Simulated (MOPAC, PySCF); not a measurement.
CHCl3, SMILES `ClC(Cl)Cl`, neutral singlet in the gas phase. 

Cartesian coordinates (Å):
```xyz
5

Cl    -0.6352     1.5828    -0.3735
C      0.0015    -0.0034     0.1074
Cl    -1.0509    -1.3162    -0.4599
Cl     1.6684    -0.2255    -0.4623
H      0.0162    -0.0377     1.1883
```
Charge 0, multiplicity 1.

All levels are single points at this geometry (B3LYP-D3(BJ)/def2-TZVP); Pople sets use spherical d functions. Orbital energies aren't observables, and empty levels follow the basis.

```csv
level,HOMO (eV),LUMO (eV),gap (eV),dipole (D),"vertical IE, Delta-SCF (eV)"
ωB97X-D3(BJ)/def2-TZVP in PySCF,-11.40,1.36,12.76,1.13,11.61
B3LYP/3-21G in PySCF,-8.74,-1.26,7.48,1.46,–
B3LYP/6-31G* in PySCF,-8.57,-1.19,7.37,1.27,11.04
B3LYP/LANL2DZ in PySCF,-8.78,-1.08,7.70,1.41,–
BP86/6-31G* in PySCF,-7.52,-2.13,5.39,1.24,–
M06-2X/6-31G* in PySCF,-10.27,0.07,10.35,1.30,–
SVWN5/6-31G* in PySCF,-7.51,-2.16,5.35,1.27,–
HF/3-21G in PySCF,-12.64,2.96,15.61,1.62,–
HF/6-31G* in PySCF,-12.37,3.13,15.50,1.37,12.10
HF/STO-3G in PySCF,-11.42,6.82,18.24,1.64,–
AM1 in MOPAC,-11.87,-0.49,11.38,1.18,–
PM3 in MOPAC,-10.80,-0.31,10.49,0.89,–
PM7 in MOPAC,-11.59,-0.82,10.77,1.41,–
```
